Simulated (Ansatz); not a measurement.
Ansatz input

```yaml
crystal:
  lattice:
    - [-2.5600063327, 2.5600063327, 2.5600063327]
    - [2.5600063327, -2.5600063327, 2.5600063327]
    - [2.5600063327, 2.5600063327, -2.5600063327]
  atoms:
    - { symbol: Ba, position: [0.0, 0.0, 0.0] }
hamiltonian:
  xc: revpbe
  pseudopotentials:
    kind: paw_fr
    azcp:
      Ba: "pseudopotentials/Ba.paw.azcp"
basis:
  ecutwfc: 420
  fft_grid_basis: typed
kpoints:
  mp_grid: { grid: [9, 9, 9], shift: [0, 0, 0] }
magnetization:
  noncollinear: true
  spin_orbit: true
scf:
  occupations: { method: fermi_dirac, width: 0.1 }
```

Output

```
Engine: ansatz 0.2.0, aarch64-unknown-linux-gnu
Pseudopotentials: kind: paw_fr
Pseudopotential: Ba, paw_fr, valence charge 10, recommended cutoff 420 eV (normal) 
Functional definition: revPBE
  parameter kappa = 1.245
  parameter beta = 0.06672455060314922
  exchange = pbe_x(kappa = kappa, mu = beta*pi^2/3)
  correlation = pbe_c(beta = beta)
non-collinear run that drives no moment, with spin-orbit: no starting moment large enough to seed its density (crystal.atoms[].spin), no starting occupations that ask for one, no magnetisation constraint and no magnetic field, so the semilocal B_xc is pinned to zero
Crystal: 1 atoms, lattice volume = 67.109 Å³
Basis set: ecut = 420 eV, 1289 PW (Γ)
Bands: 18, of which v1, the nominal top of the filled ones, is band 10 counted from 1 (9 counted from 0)
Symmetry: 48 space group operations + 48 with time reversal
Magnetic group: BNS 229.141 (UNI 1643), of the structure as read, at distance tolerance 4.1e-5 Å
k-points: 35 of 729
Projection manifold: j_resolved (fully-relativistic pseudo-atomic orbitals)
Non-local potential: Ba, projectors of the file, l = 0: 3, l = 1: 4, l = 2: 4, l = 3: 4
PAW form: soft (Blöchl's): semilocal exchange-correlation on the pseudo side does not see the compensation charge
PAW frozen core: Ba, regenerated for the run's functional, and the local potential with it (the file was generated under x = pbe(κ = 0.804, μ = 0.2195149727645171), c = pbe(β = 0.06672455060314922))
PAW one-centre angular grid: Ba, 194 points (default); XC on 64 Gauss nodes
Initial density: superposition of atomic densities (chi_scale 0.1, normalization cell)
Initial wavefunctions: pseudopotential atomic-orbital guess
Functional: x = revpbe(κ = 1.245, μ = 0.2195149727645171), c = pbe(β = 0.06672455060314922)
SCF iter   1: F=—  HF=-5961.177166 eV  |F-HF|=—  |Δ(HF+E_count)|=         —  Δρ=5.14e-3  dr2=1.24e-2  dr2_m=0.00e0 (ungated)  ethr=3.10e-3  |M|=0.00e0 ∫|m|=0.00e0 μB  |m|>n=0.0e0 m-floor=0.0e0 τ_xc=0.0e0  β_m=0.30  ⟨swp⟩=8.1  Hψ=2187  notcnv=0
spin=Noncollinear: Kerker preconditioning applied to the charge; magnetization (m_x, m_y, m_z) channels mix plain (no charge-response kernel on spin).
SCF iter   2: F=—  HF=-5961.180956 eV  |F-HF|=—  |Δ(HF+E_count)|=   3.79e-3  Δρ=3.94e-3  dr2=7.77e-3  dr2_m=0.00e0 (ungated)  ethr=1.24e-4  |M|=0.00e0 ∫|m|=0.00e0 μB  |m|>n=0.0e0 m-floor=0.0e0 τ_xc=0.0e0  β_m=0.62  ⟨swp⟩=1.1  Hψ=460  notcnv=0
SCF iter   3: F=—  HF=-5961.187633 eV  |F-HF|=—  |Δ(HF+E_count)|=   6.68e-3  Δρ=6.12e-4  dr2=3.56e-4  dr2_m=0.00e0 (ungated)  ethr=7.77e-5  |M|=0.00e0 ∫|m|=0.00e0 μB  |m|>n=0.0e0 m-floor=0.0e0 τ_xc=0.0e0  β_m=0.82  ⟨swp⟩=3.0  Hψ=559  notcnv=0
SCF iter   4: F=—  HF=-5961.187959 eV  |F-HF|=—  |Δ(HF+E_count)|=   3.27e-4  Δρ=1.60e-4  dr2=2.31e-5  dr2_m=0.00e0 (ungated)  ethr=3.56e-6  |M|=0.00e0 ∫|m|=0.00e0 μB  |m|>n=0.0e0 m-floor=0.0e0 τ_xc=0.0e0  β_m=0.83  ⟨swp⟩=2.5  Hψ=434  notcnv=0
SCF iter   5: F=—  HF=-5961.187980 eV  |F-HF|=—  |Δ(HF+E_count)|=   2.02e-5  Δρ=6.13e-5  dr2=3.05e-6  dr2_m=0.00e0 (ungated)  ethr=2.31e-7  |M|=0.00e0 ∫|m|=0.00e0 μB  |m|>n=0.0e0 m-floor=0.0e0 τ_xc=0.0e0  β_m=0.92  ⟨swp⟩=2.3  Hψ=405  notcnv=0
SCF iter   6: F=—  HF=-5961.187980 eV  |F-HF|=—  |Δ(HF+E_count)|=   6.60e-7  Δρ=1.12e-5  dr2=1.73e-7  dr2_m=0.00e0 (ungated)  ethr=3.05e-8  |M|=0.00e0 ∫|m|=0.00e0 μB  |m|>n=0.0e0 m-floor=0.0e0 τ_xc=0.0e0  β_m=0.96  ⟨swp⟩=2.9  Hψ=557  notcnv=0
SCF iter   7: F=-5961.187980 eV  HF=-5961.187980 eV  |F-HF|=4.96e-9  |Δ(HF+E_count)|=   1.98e-8  Δρ=2.18e-6  dr2=3.36e-9  dr2_m=0.00e0 (ungated)  ethr=1.00e-9  |M|=0.00e0 ∫|m|=0.00e0 μB  |m|>n=0.0e0 m-floor=0.0e0 τ_xc=0.0e0  ⟨swp⟩=2.3  Hψ=652  notcnv=0
SCF 1 converged in 7 iterations: F = -5961.187980 eV  dr2 = 3.36e-9
SCF converged after 7 iterations
Magnetization: |M| = 0.0000 μB,  M = (+0.0000, +0.0000, +0.0000) μB
Absolute magnetization: 0.0000 μB (∫|m|)
  site 0: m = (+0.0000, +0.0000, +0.0000) μB, |m| = 0.0000 μB  (R = 1.83 Å)
Free energy (F): -5961.187980 eV
Harris-Foulkes:  -5961.187980 eV  (|F-HF|=4.96e-9)
Internal energy: -5961.141059 eV  (E = F + TS)
E sigma→0 (E₀):  -5961.164520 eV
Entropy (-TS):   -0.046921 eV (-46.921 meV/atom)
Fermi energy:    5.468637 eV
--- Per-component energies (eV) ---
  E_band       = -90.103666
  E_kinetic    = 166.244190
  E_local      = -393.128818  (includes V_loc(G=0)·N_el)
  E_nonlocal   = 56.498916
  E_hartree    = 124.501077
  E_xc         = -166.633905
  E_vxc        = -133.208499  (∫ρ·V_xc dr)
  E_paw        = -5236.834180  (= ΣΔE_a)
  E_vpaw       = -35.512139  (= ΣTr[D̂ρ^β])
  E_aug_tail   = -0.000002  (compensation charges beyond the density's cutoff)
  E_ewald      = -511.753338
  E_core_change = -0.035000  (= ΣΔE_core)
  E_smearing   = -0.046921  (= −TS)
  E_closure    = 0.000000  (closes the sum)
  Σ components = -5961.187980   (vs F -5961.187980, Δ=0.00e0)
```
